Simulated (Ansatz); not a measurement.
# CH+ (triplet): wave-function methods side by side, def2-TZVPP

One table from this session's results is given with a row withheld; the runs are named, their logs left out.

Method: def2-TZVPP, core rule «outside noble gas», up to 1 orbitals frozen; program: Ansatz 0.2.0, Gaussian basis.

The runs, in order: UHF; ROHF; CCSD(T) on UHF.

2 further runs of the same task are left out: 2 set aside as unsound or not needed.

## The system

The geometry is a PBE0/def2-TZVP stationary point (not a proven minimum) of the parent state, kept for this charge and spin.

2 atoms, charge 1, spin multiplicity 3.

Atoms are counted from 1 here; the program's logs count them from 0.

Bond lengths: C1–H2 1.140 Å.

Set-up of the first run:

in.yaml reads:

```yaml
crystal:
  periodic: [false, false, false]
  atoms:
    - {symbol: C, position_ang: [0.000000, 0.000000, 0.000000]}
    - {symbol: H, position_ang: [0.000000, 0.000000, 1.140358]}
basis:
  gaussian: {orbitals: def2-TZVPP}
total_charge: 1
magnetization: {spin_polarized: true, initial_magnetization: 2}
hamiltonian: {xc: hf}
output: {orbitals: {seedname: orbitals}}
```

The run is started by

```bash
> ansatz run in.yaml --threads 1 --pin off --events-out ev --progress --plain --max-ram 4096MiB --backend cpu
```

Among the steps run: UHF; ROHF; CCSD(T) on UHF.

One table of the session follows, with a row left open; its other results are not shown here.

It belongs to the step «Misses and costs». 

```
  method  from UCCSD(T) (kJ/mol)
    ROHF                       ?
     UHF                  +201.9
    UMP2                   +47.5
   UCCSD                    +3.9
UCCSD(T)                       0
```

Estimate the missing values for ROHF.

**Answer.** from UCCSD(T) (kJ/mol): +207.9. In the column «from UCCSD(T) (kJ/mol)» it is the highest.
